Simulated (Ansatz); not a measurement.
Born–Oppenheimer molecular dynamics of H6Si2 (8 atoms, charge 0, multiplicity 1). It starts from a relaxed structure.

All numbers below come from RKS CAM-B3LYP/6-31G* in Ansatz.

```json
{"ensemble": "NVT, Nosé–Hoover chain", "time step": "2 fs", "steps asked": "40", "set temperature": "100 K", "thermostat": "time constant 100 fs, chain length 3 (defaults)", "seed": "312425"}
```

First frame:

```xyz
8
Properties=species:S:1:pos:R:3
Si -0.055 0.000 0.020
H -0.097 -0.334 1.467
Si 2.149 0.000 -0.759
H 2.750 -1.352 -0.624
H 2.196 0.392 -2.191
H 2.976 0.960 0.017
H -0.675 1.336 -0.170
H -0.868 -1.002 -0.716
```

(1) What does the run give?

(2) What happens to the structure?

(3) How do temperature and energy run in time?

Answers

(1) All steps were run.

```
steps done                                               : 40
time covered                                             : 80 fs
mean temperature over the second half                    : 54 K
spread of the potential energy over the second half      : 2.3 meV per atom
mean potential energy of the second half above the start : 6.1 meV per atom
```

The conserved energy stayed within 1.3 meV per atom of its start (net change 0.85 meV per atom), so the integration is sound. The mean temperature of the second half is 46 % below the set value. A step of 2 fs is long for free X–H stretches (periods near 10 fs) and can bias their spread and the temperature. A run of 0.08 ps of so small a system gives no equilibrium averages.

(2) The same pairs are bonded in the first frame and the last. Pairs count as bonded within 1.25 times the sum of covalent radii (0.12 Å more for H–H). The details hang on the random start.

(3) 
| time (fs) | T (K) | potential energy less start (eV) | conserved less start (meV/atom) |
| --- | --- | --- | --- |
| 0 | 100 | 0.000 | 0.00 |
| 6 | 65 | 0.029 | 0.20 |
| 12 | 33 | 0.058 | 0.76 |
| 18 | 40 | 0.056 | 1.04 |
| 24 | 20 | 0.071 | 1.01 |
| 30 | 47 | 0.047 | 0.53 |
| 36 | 87 | 0.014 | 0.17 |
| 42 | 72 | 0.027 | 0.18 |
| 48 | 58 | 0.040 | 0.44 |
| 54 | 45 | 0.056 | 0.97 |
| 60 | 16 | 0.083 | 1.25 |
| 66 | 32 | 0.069 | 0.89 |
| 72 | 81 | 0.027 | 0.21 |
| 78 | 86 | 0.025 | 0.11 |

Run time: 80 s on 1 thread of Arm Neoverse V1, on a shared host, peak memory 0.1 GiB.
